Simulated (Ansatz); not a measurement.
CH2OSi (SMILES C=[Si]=O), closed shell: a relaxation.

The input file, in.yaml:

```yaml
crystal:
  periodic: [false, false, false]
  atoms:
    - {symbol: C, position_ang: [-0.148752, 0.702801, -0.576053]}
    - {symbol: Si, position_ang: [0.370972, -0.794388, 0.412734]}
    - {symbol: O, position_ang: [0.772972, -1.997439, 1.301417]}
    - {symbol: H, position_ang: [-0.312225, 1.695483, -0.019297]}
    - {symbol: H, position_ang: [-0.903876, 0.381448, -1.382191]}
basis:
  gaussian: {orbitals: def2-TZVP}
hamiltonian: {xc: pbe0, dispersion: d4}
relax: {f_tol: 0.01, max_steps: 80, max_displacement: 0.5}
```

Launched with

```bash
ansatz run in.yaml --threads 2 --pin off --events-out ev --progress --plain --max-ram 3481MiB
```

What Ansatz 0.2.0 printed:

```
Functional definition: PBE0
  name "PBE0"
  cite "Adamo & Barone, J. Chem. Phys. 110, 6158 (1999) doi:10.1063/1.478522"
  cite "Perdew, Burke & Ernzerhof, Phys. Rev. Lett. 77, 3865 (1996) doi:10.1103/PhysRevLett.77.3865"
  parent pbe
  parameter a = 0.25
  parameter kappa = 0.804
  parameter beta = 0.06672455060314922
  exchange = (1 - a)*pbe_x(kappa = kappa, mu = beta*pi^2/3) + a*exact_x
  correlation = pbe_c(beta = beta)
687 factors; their error is unknown
mean field evaluation 1: about -10974.0131 eV, gradient 7.6e1 eV
mean field evaluation 2: about -10927.9258 eV, gradient 1.6e2 eV
mean field evaluation 4: about -10985.4758 eV, gradient 1.7e1 eV
mean field evaluation 8: about -10986.2890 eV, gradient 2.3e-1 eV
mean field evaluation 16: about -10986.2891 eV, gradient 3.1e-5 eV
mean field -10986.28910076 eV, -403.7386776787 hartree, gradient 3.1e-5 eV, S^2 0.000000; 0 other end points of the search recorded, 0 dependent functions left out
the calculation of the forces begins
reference -10986.28912526 eV, -403.7386785790 hartree; 15, 15 occupied and 96, 96 virtual orbitals, 687 factors
relax step   1: F+E_penalty+E_count = -10986.35281082 eV  Δ(F+E_penalty+E_count) = +0.000e0 eV  max|allowed force component| = 1.851e0 eV/Å  Δτ_max = 0.0000 Å  (27 SCF iters, accepted)
these checks for a lower state are left out or cut short: starts, cluster_reference, orbital_swaps, neighbouring_geometries, increment
687 factors; their error is unknown
mean field -10986.80381742 eV, -403.7575931670 hartree, gradient 7.7e-6 eV, S^2 0.000000; 0 other end points of the search recorded, 0 dependent functions left out
the calculation of the forces begins
reference -10986.80384177 eV, -403.7575940620 hartree; 15, 15 occupied and 96, 96 virtual orbitals, 687 factors
relax step   2: F+E_penalty+E_count = -10986.86872713 eV  Δ(F+E_penalty+E_count) = -5.159e-1 eV  max|allowed force component| = 1.274e0 eV/Å  Δτ_max = 0.1213 Å  (32 SCF iters, accepted)
these checks for a lower state are left out or cut short: starts, cluster_reference, orbital_swaps, neighbouring_geometries, increment
687 factors; their error is unknown
mean field -10986.92912423 eV, -403.7621981073 hartree, gradient 9.2e-6 eV, S^2 0.000000; 0 other end points of the search recorded, 0 dependent functions left out
the calculation of the forces begins
reference -10986.92914805 eV, -403.7621989829 hartree; 15, 15 occupied and 96, 96 virtual orbitals, 687 factors
relax step   3: F+E_penalty+E_count = -10986.99465092 eV  Δ(F+E_penalty+E_count) = -1.259e-1 eV  max|allowed force component| = 3.805e-1 eV/Å  Δτ_max = 0.0793 Å  (31 SCF iters, accepted)
these checks for a lower state are left out or cut short: starts, cluster_reference, orbital_swaps, neighbouring_geometries, increment
687 factors; their error is unknown
mean field evaluation 32: about -10986.8991 eV, gradient 4.9e-2 eV
mean field -10986.93572884 eV, -403.7624408222 hartree, gradient 1.6e-5 eV, S^2 0.000000; 0 other end points of the search recorded, 0 dependent functions left out
the calculation of the forces begins
reference -10986.93575280 eV, -403.7624417028 hartree; 15, 15 occupied and 96, 96 virtual orbitals, 687 factors
relax step   4: F+E_penalty+E_count = -10987.00127514 eV  Δ(F+E_penalty+E_count) = -6.624e-3 eV  max|allowed force component| = 8.863e-1 eV/Å  Δτ_max = 0.0590 Å  (31 SCF iters, accepted)
these checks for a lower state are left out or cut short: starts, cluster_reference, orbital_swaps, neighbouring_geometries, increment
687 factors; their error is unknown
mean field -10986.94794776 eV, -403.7628898594 hartree, gradient 1.3e-5 eV, S^2 0.000000; 0 other end points of the search recorded, 0 dependent functions left out
the calculation of the forces begins
reference -10986.94797226 eV, -403.7628907596 hartree; 15, 15 occupied and 96, 96 virtual orbitals, 687 factors
relax step   5: F+E_penalty+E_count = -10987.01336207 eV  Δ(F+E_penalty+E_count) = -1.209e-2 eV  max|allowed force component| = 1.942e-1 eV/Å  Δτ_max = 0.0673 Å  (31 SCF iters, accepted)
these checks for a lower state are left out or cut short: starts, cluster_reference, orbital_swaps, neighbouring_geometries, increment
687 factors; their error is unknown
mean field -10986.95260067 eV, -403.7630608506 hartree, gradient 1.9e-5 eV, S^2 0.000000; 0 other end points of the search recorded, 0 dependent functions left out
the calculation of the forces begins
reference -10986.95262517 eV, -403.7630617511 hartree; 15, 15 occupied and 96, 96 virtual orbitals, 687 factors
relax step   6: F+E_penalty+E_count = -10987.01796556 eV  Δ(F+E_penalty+E_count) = -4.603e-3 eV  max|allowed force component| = 6.652e-2 eV/Å  Δτ_max = 0.0429 Å  (32 SCF iters, accepted)
these checks for a lower state are left out or cut short: starts, cluster_reference, orbital_swaps, neighbouring_geometries, increment
687 factors; their error is unknown
mean field -10986.95304542 eV, -403.7630771949 hartree, gradient 1.0e-5 eV, S^2 0.000000; 0 other end points of the search recorded, 0 dependent functions left out
the calculation of the forces begins
reference -10986.95307001 eV, -403.7630780984 hartree; 15, 15 occupied and 96, 96 virtual orbitals, 687 factors
relax step   7: F+E_penalty+E_count = -10987.01842699 eV  Δ(F+E_penalty+E_count) = -4.614e-4 eV  max|allowed force component| = 7.610e-3 eV/Å  Δτ_max = 0.0282 Å  (32 SCF iters, accepted)
687 factors; their error is unknown
mean field evaluation 64: about -10986.6009 eV, gradient 1.1e1 eV
mean field -10986.95304542 eV, -403.7630771949 hartree, gradient 2.7e-5 eV, S^2 0.000000; 1 other end points of the search recorded, 0 dependent functions left out
the calculation of the forces begins
reference -10986.95307001 eV, -403.7630780984 hartree; 15, 15 occupied and 96, 96 virtual orbitals, 687 factors
Total energy: -10987.01845158 eV, -403.7654808268 hartree
Atom 0 at    -0.302358     0.586229    -0.451312 Å, force     0.000344     0.003522     0.006306 eV/Å
Atom 1 at     0.275129    -0.719972     0.429845 Å, force     0.001502    -0.001909    -0.003015 eV/Å
Atom 2 at     0.809984    -1.893329     1.215015 Å, force    -0.001582     0.001545    -0.000165 eV/Å
Atom 3 at    -0.208606     1.588597    -0.056592 Å, force     0.002392     0.004453     0.004325 eV/Å
Atom 4 at    -0.795059     0.426381    -1.400346 Å, force    -0.002656    -0.007610    -0.007452 eV/Å
Dipole moment:    -0.179022     0.379256    -0.250986 e Å
```

The lines “mean field evaluation” count trial sets of orbitals through the whole run, from several starts and some on an approximate energy, so they need not fall steadily or lie above the final value.

Hardware: 2 CPU threads of an Intel Xeon, shared host. Wall time about 52 s.
